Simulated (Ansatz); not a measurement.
## GeBCl, triplet: vertical spin and charge gaps

Geometry (PBE0/def2-TZVP stationary point for this spin, not checked as a minimum):

```xyz
3

Cl    0.0000    0.0000   -1.7788
B     0.0000    0.0000   -0.0866
Ge    0.0000    0.0000    1.8654
```

Basis cc-pVDZ; Ansatz 0.2.0. Only valence electrons are correlated (noble-gas cores and the filled d shells of p-block atoms frozen). Prefix R: restricted or restricted open-shell reference; prefix U: unrestricted. Active spaces: valence = (12e, 11o, short of the full valence) chosen from the atoms' valence shells. No spin–orbit coupling is included, and no scalar relativity.

Gaps are energies of the second state less the first, at fixed atoms, for a selection of the levels run; each method lands on the state that its own search finds for that charge and spin.

For open shells CISD is restricted-active-space CI with the open shells as a complete middle space.

Removing an electron, to the doublet: 7.862 eV at UCCSDT(Q).

```json
{"level": "UMP2", "gap (eV)": "7.932", "error (meV)": "70"}
{"level": "CISD", "gap (eV)": "7.813", "error (meV)": "-49"}
{"level": "UCCSDT", "gap (eV)": "7.860", "error (meV)": "-2"}
{"level": "NEVPT2 (valence space)", "gap (eV)": "7.791", "error (meV)": "-71"}
{"level": "MRCISD+Q (valence space)", "gap (eV)": "7.890", "error (meV)": "28"}
{"level": "r2SCAN", "gap (eV)": "8.357", "error (meV)": "495"}
{"level": "PBE0", "gap (eV)": "8.224", "error (meV)": "362"}
{"level": "B3LYP", "gap (eV)": "8.099", "error (meV)": "237"}
{"level": "wB97M-V", "gap (eV)": "7.998", "error (meV)": "136"}
{"level": "RPA-PBE", "gap (eV)": "7.915", "error (meV)": "53"}
```

In so small a basis the reference is far from its limit while semilocal and hybrid functionals are nearer theirs (RPA and double hybrids share part of the reference's basis error), so the functionals' errors here hold much of the reference's basis and frozen-core error, which can add to them or hide them.

Full CI isn't at hand for all of this; UCCSDT(Q) serves as the reference, and is uncertain by the last step of the cluster series or more. The frozen core follows each run's orbitals, which can shift R against U totals by a few meV for light atoms and by up to 0.1 eV past Ca.
